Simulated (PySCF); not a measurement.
Isomers of C4H7NO.

All values: PBE0/def2-SVPD (PySCF) at GFN2-xTB geometries, gas phase, one conformer each. Core orbitals are frozen in the response; Δα² is half the sum of the squared differences of the principal polarisabilities.

Task: Rank by dipole moment, lowest first.
A. `[CH2:1]=[CH:2]/[N:3]=[CH:4]\[O:5][CH3:6]` with C1–C2–N3–C4 -70°, N3–C4–O5–C6 -2°
B. `[CH3:1][CH2:2][O:3][C:4]1=[N:5][CH2:6]1` with C1–C2–O3–C4 -176°, C2–O3–C4–N5 0°
C. `[H]/[N:3]=[C:2](/[CH3:1])[C:4]([CH3:5])=[O:6]` with C1–C2–C4–C5 0°
D. `[O:1]=[CH:2][NH:3][CH:4]1[CH2:5][CH2:6]1` with O1–C2–N3–C4 0°, C2–N3–C4–C5 -145°
E. `[CH2:1]=[C:2]([CH3:3])[C:4]([NH2:5])=[O:6]` with C1–C2–C4–N5 -39°, C2–C4–N5–H 179° and -3°

Result: A (1.77 D), B (2.65 D), C (3.42 D), E (3.60 D), D (4.10 D).

Task: Rank by mean static polarisability, highest first.
A. `[CH3:1][CH2:2][O:3][C:4]1=[N:5][CH2:6]1` with C1–C2–O3–C4 -176°, C2–O3–C4–N5 0°
B. `[CH2:1]=[C:2]([CH3:3])[C:4]([NH2:5])=[O:6]` with C1–C2–C4–N5 -39°, C2–C4–N5–H 179° and -3°
C. `[CH2:1]=[CH:2]/[N:3]=[CH:4]\[O:5][CH3:6]` with C1–C2–N3–C4 -70°, N3–C4–O5–C6 -2°

Result: C (9.21 Å³), B (8.99 Å³), A (8.63 Å³).

All values together:

```tsv
SMILES	μ (D)	HOMO (eV)	LUMO (eV)	α (Å³)	Δα (Å³)
C=C/N=C\OC	1.77	-6.47	0.03	9.21	3.64
[H]/N=C(/C)C(C)=O	3.42	-7.49	-2.12	8.61	3.63
C=C(C)C(N)=O	3.60	-7.52	-0.83	8.99	3.58
O=CNC1CC1	4.10	-7.14	0.45	8.76	3.47
CCOC1=NC1	2.65	-7.62	0.61	8.63	4.09
```

Conformers: `[CH2:1]=[CH:2]/[N:3]=[CH:4]\[O:5][CH3:6]` with C1–C2–N3–C4 -70°, N3–C4–O5–C6 -2°; `[H]/[N:3]=[C:2](/[CH3:1])[C:4]([CH3:5])=[O:6]` with C1–C2–C4–C5 0°; `[CH2:1]=[C:2]([CH3:3])[C:4]([NH2:5])=[O:6]` with C1–C2–C4–N5 -39°, C2–C4–N5–H 179° and -3°; `[O:1]=[CH:2][NH:3][CH:4]1[CH2:5][CH2:6]1` with O1–C2–N3–C4 0°, C2–N3–C4–C5 -145°; `[CH3:1][CH2:2][O:3][C:4]1=[N:5][CH2:6]1` with C1–C2–O3–C4 -176°, C2–O3–C4–N5 0°.
